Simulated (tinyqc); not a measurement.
MP2 on RHF in the sto-3g basis, for H2O, spin multiplicity 1, step by step. One step of it, computed by the program tinyqc.

Task: Second-order Moller-Plesset energy. E2 = sum_ijab (ia|jb) [2 (ia|jb) - (ib|ja)] / (e_i + e_j - e_a - e_b) over occupied i, j and virtual a, b; the opposite-spin part is (ia|jb)^2 / denominator, the rest is same-spin, and SCS-MP2 scales them by 6/5 and 1/3.

orbital energies (hartree): MO1 -20.235526, MO2 -1.212840, MO3 -0.583461, MO4 -0.413038, MO5 -0.376910, MO6 0.489012, MO7 0.669939

Two-electron integrals over orbitals (pq|rs), unique and non-zero (hartree):
```
(11|11) 4.745828    (21|11) -0.425043   (21|21) 0.060193    (22|11) 1.013236
(22|21) -0.014719   (22|22) 0.720238    (31|31) 0.010194    (32|31) 0.016611
(32|32) 0.136558    (33|11) 0.763802    (33|21) -0.004490   (33|22) 0.618924
(33|33) 0.601883    (41|11) 0.161627    (41|21) -0.020796   (41|22) 0.012787
(41|33) 0.005383    (41|41) 0.025677    (42|11) -0.133638   (42|21) 0.007977
(42|22) -0.015040   (42|33) 0.005127    (42|41) 0.020427    (42|42) 0.129969
(43|31) -0.002284   (43|32) 0.027350    (43|43) 0.049906    (44|11) 0.979447
(44|21) -0.012174   (44|22) 0.676476    (44|33) 0.576742    (44|41) -0.010437
(44|42) -0.102259   (44|44) 0.750616    (51|51) 0.025998    (52|51) 0.032998
(52|52) 0.148478    (53|53) 0.026625    (54|51) -0.011721   (54|52) -0.042479
(54|54) 0.050687    (55|11) 1.115348    (55|21) -0.012009   (55|22) 0.751235
(55|33) 0.605679    (55|41) 0.004497    (55|42) -0.072121   (55|44) 0.715514
(55|55) 0.880159    (61|11) -0.220809   (61|21) 0.033054    (61|22) -0.003045
(61|33) -0.000111   (61|41) 0.001427    (61|42) 0.019790    (61|44) -0.016400
(61|55) -0.005949   (61|61) 0.027100    (62|11) 0.284649    (62|21) -0.006838
(62|22) 0.133671    (62|33) 0.063618    (62|41) 0.018002    (62|42) 0.027994
(62|44) 0.080522    (62|55) 0.149485    (62|61) 0.006853    (62|62) 0.095348
(63|31) 0.002301    (63|32) -0.046738   (63|43) -0.036377   (63|63) 0.082167
(64|11) 0.239285    (64|21) -0.002657   (64|22) 0.112377    (64|33) 0.043065
(64|41) 0.003391    (64|42) -0.029413   (64|44) 0.125215    (64|55) 0.130552
(64|61) 0.000249    (64|62) 0.064662    (64|64) 0.078544    (65|51) 0.014690
(65|52) 0.056382    (65|54) 0.002416    (65|65) 0.035805    (66|11) 0.761856
(66|21) -0.007058   (66|22) 0.586547    (66|33) 0.550021    (66|41) 0.018927
(66|42) 0.055069    (66|44) 0.536886    (66|55) 0.569385    (66|61) 0.007577
(66|62) 0.085432    (66|64) 0.046042    (66|66) 0.575468    (71|31) 0.014700
(71|32) 0.022654    (71|43) -0.003388   (71|63) 0.002823    (71|71) 0.021240
(72|31) 0.014517    (72|32) 0.051456    (72|43) -0.028384   (72|63) 0.031055
(72|71) 0.019893    (72|72) 0.067054    (73|11) 0.370649    (73|21) -0.007081
(73|22) 0.160014    (73|33) 0.089586    (73|41) -0.000270   (73|42) -0.070236
(73|44) 0.158640    (73|55) 0.200074    (73|61) -0.005800   (73|62) 0.074272
(73|64) 0.086211    (73|66) 0.039981    (73|73) 0.153425    (74|31) -0.008111
(74|32) -0.070642   (74|43) -0.005080   (74|63) 0.052052    (74|71) -0.011628
(74|72) -0.017984   (74|74) 0.065799    (75|53) 0.024023    (75|75) 0.025750
(76|31) 0.008542    (76|32) 0.095629    (76|43) 0.056624    (76|63) -0.074628
(76|71) 0.011946    (76|72) -0.002513   (76|74) -0.057666   (76|76) 0.118956
(77|11) 0.867417    (77|21) -0.009634   (77|22) 0.617848    (77|33) 0.591528
(77|41) 0.003527    (77|42) -0.020920   (77|44) 0.598306    (77|55) 0.622342
(77|61) -0.004910   (77|62) 0.065891    (77|64) 0.049250    (77|66) 0.550539
(77|73) 0.104874    (77|77) 0.610781
```

Hartree-Fock energy = -74.94513173 hartree

Give: Terms; Pair energies; MP2 correlation energy; SCS-MP2 correlation energy; MP2 total energy.

Result:

Terms:
```
i  j  a  b   (ia|jb)   (ib|ja)  denominator       term
3  3  7  7     0.153     0.153       -2.507     -0.009
3  4  7  6     0.086     0.052       -2.155  -4.81e-03
4  3  6  7     0.086     0.052       -2.155  -4.81e-03
4  4  6  6     0.079     0.079       -1.804  -3.42e-03
3  3  6  6     0.082     0.082       -2.145  -3.15e-03
2  3  6  7     0.074     0.031       -2.955  -2.95e-03
3  2  7  6     0.074     0.031       -2.955  -2.95e-03
2  2  6  6     0.095     0.095       -3.404  -2.67e-03
4  4  7  7     0.066     0.066       -2.166  -2.00e-03
2  4  6  6     0.065     0.065       -2.604  -1.61e-03
4  2  6  6     0.065     0.065       -2.604  -1.61e-03
2  2  7  7     0.067     0.067       -3.766  -1.19e-03
5  5  6  6     0.036     0.036       -1.732  -7.40e-04
4  3  7  6     0.052     0.086       -2.155  -4.32e-04
3  4  6  7     0.052     0.086       -2.155  -4.32e-04
5  5  7  7     0.026     0.026       -2.094  -3.17e-04
3  2  6  7     0.031     0.074       -2.955   1.28e-04
2  3  7  6     0.031     0.074       -2.955   1.28e-04
4  2  7  7    -0.018    -0.018       -2.966  -1.09e-04
2  4  7  7    -0.018    -0.018       -2.966  -1.09e-04
1  1  6  6     0.027     0.027      -41.449  -1.77e-05
2  1  7  7     0.020     0.020      -22.788  -1.74e-05
1  2  7  7     0.020     0.020      -22.788  -1.74e-05
1  1  7  7     0.021     0.021      -41.811  -1.08e-05
4  1  7  7    -0.012    -0.012      -21.988  -6.15e-06
1  4  7  7    -0.012    -0.012      -21.988  -6.15e-06
3  1  7  6    -0.006  2.82e-03      -21.978  -3.81e-06
1  3  6  7    -0.006  2.82e-03      -21.978  -3.81e-06
2  1  6  6     0.007     0.007      -22.426  -2.09e-06
1  2  6  6     0.007     0.007      -22.426  -2.09e-06
3  1  6  7  2.82e-03    -0.006      -21.978  -1.47e-06
1  3  7  6  2.82e-03    -0.006      -21.978  -1.47e-06
1  4  6  6  2.49e-04  2.49e-04      -21.627  -2.87e-09
4  1  6  6  2.49e-04  2.49e-04      -21.627  -2.87e-09
```

Pair energies (hartree; pair i-j sums ij and ji):
```
pair  opposite spin  same spin
1-1       -2.85e-05      0.000
2-1       -3.89e-05      0.000
2-2       -3.87e-03      0.000
3-1       -3.79e-06  -6.77e-06
3-2       -4.39e-03  -1.26e-03
3-3          -0.013      0.000
4-1       -1.23e-05      0.000
4-2       -3.43e-03      0.000
4-3          -0.009  -1.08e-03
4-4          -0.005      0.000
5-5       -1.06e-03      0.000
```

MP2 correlation energy = -0.04254 hartree

SCS-MP2 correlation energy = -0.04901 hartree

MP2 total energy = -74.98767 hartree
